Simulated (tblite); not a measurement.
C4H8N (doublet state).
SMILES with atom numbers: `[CH2:1]=[N:2][C:3]([CH3:4])[CH3:5]` (hydrogens: H6, H7 on C1; H8, H9, H10 on C4; H11, H12, H13 on C5)

Geometry (GFN2-xTB, Å), atoms numbered from 1 in this order:
```xyz
13
C4H8N angstrom
C      2.125   -0.406    0.099
N      1.157    0.453    0.025
C     -0.125    0.250   -0.010
C     -0.747   -1.068   -0.368
C     -1.031    1.403    0.262
H      3.117   -0.060   -0.130
H      2.006   -1.424    0.459
H     -0.129   -1.599   -1.090
H     -0.829   -1.694    0.525
H     -1.744   -0.929   -0.778
H     -0.452    2.273    0.556
H     -1.735    1.153    1.058
H     -1.616    1.649   -0.626
```

Structure optimised with GFN2-xTB, isolated species. This method treats the open shell by occupation alone, without spin polarisation.

Take the most abundant isotopes and a rigid rotor. The values belong to one conformer with, in the numbering `[CH2:1]=[N:2][C:3]([CH3:4])[CH3:5]`, C1–N2–C3–C4 -19°.

Task: Give the principal moments of inertia and the rotational constants in GHz.

Result: Ia = 60.41, Ib = 121.70, Ic = 174.16 u·Å²; 505379 MHz·u·Å²/I gives 8366, 4153 and 2902 MHz, that is A = 8.3660, B = 4.1527, C = 2.9018 GHz.

Task: What kind of rotor is it?

Result: An asymmetric top. Ray's parameter κ = (2B − A − C)/(A − C) = -0.542; −1 is the prolate and +1 the oblate limit.

Task: Is it planar, by Δ = Ic − Ia − Ib?

Result: Not planar: Δ = Ic − Ia − Ib = -7.95 u·Å². For a rigid frame Δ = −2 Σ m c², so Σ m c² = 3.98 u·Å² lies off the ab plane: 3.66 from hydrogen and 0.32 from heavier atoms. The atom farthest from that plane is 0.98 Å away.

Task: Give the other two planar moments, Paa and Pbb, and the rms extents of the mass along the axes.

Result: Paa = Σ m a² = (Ib + Ic − Ia)/2 = 117.72 and Pbb = Σ m b² = (Ia + Ic − Ib)/2 = 56.43 u·Å². With the mass M = 70.07 u, the rms extents √(P/M) along a, b and c are 1.30, 0.90, 0.24 Å.

Task: List the rotational levels J(Ka,Kc) to J = 2 (MHz).

Result: Above 0(0,0):
J = 1: 1(0,1) 7055, 1(1,1) 11268, 1(1,0) 12519
J = 2: 2(0,2) 20924, 2(1,2) 24126, 2(1,1) 27879, 2(2,1) 40518, 2(2,0) 40758
Those of J = 1 are B + C, A + C and A + B.

Task: Estimate the classical rotational partition function at 10 K, 200 K and 500 K.

Result: Point group C1, symmetry number σ = 1; q = (√π/σ)·√((kT/h)³/(ABC)), k/h = 20836.6 MHz/K: 531 at 10 K, 47500 at 200 K, 188000 at 500 K.

For this open shell read J as N, the rotation without spin; fine and hyperfine splittings come on top. Its GFN2-xTB frequencies are all real (lowest 56 cm⁻¹). Zero-point vibration and centrifugal distortion are left out.

All values are computed, not measured.
